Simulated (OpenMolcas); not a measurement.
# AlH3SO (SMILES [OH][AlH][SH]) at RI-MP2/cc-pVTZ-DK (DKH2, RICD fitting)

Aim: the energy difference between two shapes of AlH3SO at RI-MP2/cc-pVTZ-DK (DKH2, RICD fitting), from 2 runs. 

The results are computed with OpenMolcas 26.06.

5 further runs of the same task are left out: 5 set aside as unsound or not needed.

### Step 1. Starting point

AlH3SO: 6 atoms, total charge 0, spin state singlet. SMILES: `[OH][AlH][SH]`. The coordinates come from a PBE0-D4/def2-TZVP relaxation. This is one conformer, not always the lowest.

Bond lengths: O1–Al2 1.690 Å, Al2–S3 2.186 Å, O1–H4 0.955 Å, Al2–H5 1.569 Å, S3–H6 1.344 Å. Angles: O1–Al2–S3 122.3°, O1–Al2–H5 118.4°, S3–Al2–H5 119.3°, Al2–O1–H4 126.2°, Al2–S3–H6 94.2°.

### Step 2. The energy at RI-MP2/cc-pVTZ-DK (DKH2, RICD fitting)

Contents of mol.xyz:

```xyz
6

O     -1.108900    -0.531100    -0.885000
Al     0.267100     0.390800    -0.551000
S      1.228200     0.385700     1.412200
H     -1.564400    -1.105800    -0.273700
H      0.868700     1.276400    -1.698100
H      0.351400    -0.480000     1.949300
```

Contents of run.inp:

```
>>> EXPORT MOLCAS_PRINT=2

&GATEWAY
 COORD=mol.xyz
 BASIS=cc-pVTZ-DK
 GROUP=NoSym
 RICD

&SEWARD
 RELATIVISTIC=R02O02
 EXPERT

&SCF
 PRORBITALS=0

&MBPT2
 FROZEN=11
```

Command:

```sh
$ export MOLCAS_MEM=1860
$ pymolcas run.inp > run.log
```

The log of the run:

```text
--- Start Module: gateway ---
[...]
--- Stop Module: gateway /rc=_RC_ALL_IS_WELL_ ---
[...]
 ###    WARNING:  EXPERT option is ON!                                       ###
 ###############################################################################
               SEWARD will generate:
[...]
      Basis functions          140
[...]
--- Start Module: scf ---
[...]
       Convergence after  11 Iterations
[...]
::    Total SCF energy                               -717.7887848297
[...]
      Total spin, S                                     0.0000000000
[...]
      Total electronic charge=   40.000000
      Total            charge=   -0.000000
[...]
      Dipole Moment (debye):
      Origin of the operator (angstrom)=    0.3641    0.1804    0.2066
                   X= -9.9598E-01               Y= -1.0450E+00               Z=  7.8600E-01           Total=  1.6437E+00
      Quadrupole Moment (debye*angstrom):
[...]
--- Stop Module: scf /rc=_RC_ALL_IS_WELL_ ---
[...]
--- Start Module: mbpt2 ---
[...]
WARNING!
Default frozen orbitals as non valence orbitals is overwritten by user input.
Default values:   8
[...]
       Reference weight ( Cref**2 )         =        0.85691
::    Total MBPT2 energy                             -718.2893001657
[...]
--- Stop Module: mbpt2 /rc=_RC_ALL_IS_WELL_ ---
[...]
```

Wall time 9.9 s (1 thread of Arm Neoverse V1, shared host); peak memory 0.24 GiB.

### Step 3. The distorted shape at the same level

Contents of mol.xyz:

```xyz
6

O     -1.228488    -0.867145    -1.006896
Al     0.282958     0.504651    -0.528164
S      1.250704     0.650631     1.376251
H     -1.783538    -1.036007    -0.049673
H      0.905910     1.328227    -1.794515
H      0.366884    -0.514785     1.830031
```

Contents of run.inp:

```
&gateway
coord=mol.xyz
basis=cc-pVTZ-DK
group=NoSym
ricd
&seward
relativistic=R02O02
expert
&scf
prorbitals=0
&mbpt2
frozen=11
```

Command:

```sh
$ export MOLCAS_MEM=1860
$ pymolcas run.inp > run.log
```

The log of the run:

```text
--- Start Module: gateway ---
[...]
--- Stop Module: gateway /rc=_RC_ALL_IS_WELL_ ---
[...]
 ###    WARNING:  EXPERT option is ON!                                       ###
 ###############################################################################
               SEWARD will generate:
[...]
      Basis functions          140
[...]
--- Start Module: scf ---
[...]
       Convergence after  12 Iterations
[...]
::    Total SCF energy                               -717.6956792538
[...]
      Total spin, S                                     0.0000000000
[...]
      Total electronic charge=   40.000000
      Total            charge=   -0.000000
[...]
      Dipole Moment (debye):
      Origin of the operator (angstrom)=    0.3522    0.2607    0.1748
                   X=  1.9773E-01               Y=  8.5854E-01               Z=  2.0743E+00           Total=  2.2536E+00
      Quadrupole Moment (debye*angstrom):
[...]
--- Stop Module: scf /rc=_RC_ALL_IS_WELL_ ---
[...]
--- Start Module: mbpt2 ---
[...]
WARNING!
Default frozen orbitals as non valence orbitals is overwritten by user input.
Default values:   8
[...]
       Reference weight ( Cref**2 )         =        0.83961
::    Total MBPT2 energy                             -718.2171287921
[...]
--- Stop Module: mbpt2 /rc=_RC_ALL_IS_WELL_ ---
[...]
```

Wall time 10 s (1 thread of Arm Neoverse V1, shared host); peak memory 0.24 GiB.

### Step 4. Summary of results

At RI-MP2/cc-pVTZ-DK (DKH2, RICD fitting), 11 core orbitals frozen:

| quantity | value |
| --- | --- |
| first shape: total energy | -718.28930 Eh |
| first shape: dipole moment (mean-field density) | 1.64 D |
| first shape: HOMO energy (Hartree–Fock orbitals) | -10.55 eV |
| first shape: LUMO energy (Hartree–Fock orbitals) | 2.11 eV |
| first shape: HOMO–LUMO gap (Hartree–Fock orbitals) | 12.66 eV |
| first shape: correlation energy (11 core orbitals frozen) | -500.5 mEh |
| distorted shape: total energy | -718.21713 Eh |
| distorted shape: dipole moment (mean-field density) | 2.25 D |
| distorted shape: HOMO energy (Hartree–Fock orbitals) | -11.15 eV |
| distorted shape: LUMO energy (Hartree–Fock orbitals) | 1.35 eV |
| distorted shape: HOMO–LUMO gap (Hartree–Fock orbitals) | 12.49 eV |
| distorted shape: correlation energy (11 core orbitals frozen) | -521.4 mEh |
| energy change with the atoms displaced | 1.964 eV |

What this shows: With the atoms displaced the energy rises by 1.96 eV (45 kcal/mol). The first shape isn't relaxed at this level, so the change isn't measured from a minimum. Mulliken charges (first shape) of the mean-field density run from -0.46 on O1 to +0.56 on Al2.
